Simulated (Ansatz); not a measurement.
Q: Predict a relaxed structure of the cluster AlO₂H (the lowest singlet isomer of a short search), charge 0, singlet, at PBE-D4/def2-TZVP (Ansatz).

A: 
```xyz
4

Al    0.426    0.237   -0.368
O     1.279    0.939   -1.547
O    -0.377   -0.514    0.917
H    -1.328   -0.662    0.998
```
Point group Cs (tolerance 0.1 Å). This is one stationary point.

The structure comes from a short search, and lower isomers may exist.
